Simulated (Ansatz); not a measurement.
Input for Ansatz (development build ahead of 0.2.0):

```yaml
crystal:
  periodic: [false, false, false]
  atoms:
    - { symbol: S, position_ang: [0.04208, 0.05886, 1.1933] }
    - { symbol: C, position_ang: [0.0096, 1.27771, -0.06775] }
    - { symbol: C, position_ang: [0.01845, -1.30002, -0.06754] }
    - { symbol: C, position_ang: [0.01757, 0.74571, -1.2349] }
    - { symbol: C, position_ang: [-0.05511, -0.72735, -1.24934] }
    - { symbol: H, position_ang: [-0.05693, 2.24703, 0.38692] }
    - { symbol: H, position_ang: [0.007, -2.37472, 0.33383] }
    - { symbol: H, position_ang: [-0.02353, 1.35878, -2.06426] }
    - { symbol: H, position_ang: [0.0192, -1.32515, -2.14185] }
basis:
  gaussian: { orbitals: STO-3G }
hamiltonian:
  xc: hf
correlation:
  method: mp2
  frozen_orbitals: { C: 1, H: 0, S: 5 }
```

The input is written out in the form of the current development build from the run's settings.

Output:

* Converged: yes
* Reference energy: -545.05940 hartree
* Correlation energy: -0.26468 hartree
* Total energy: -545.32408 hartree
* Spin squared of the determinant: 0.000

Caution: no unrestricted run beside it, a lower state can exist.
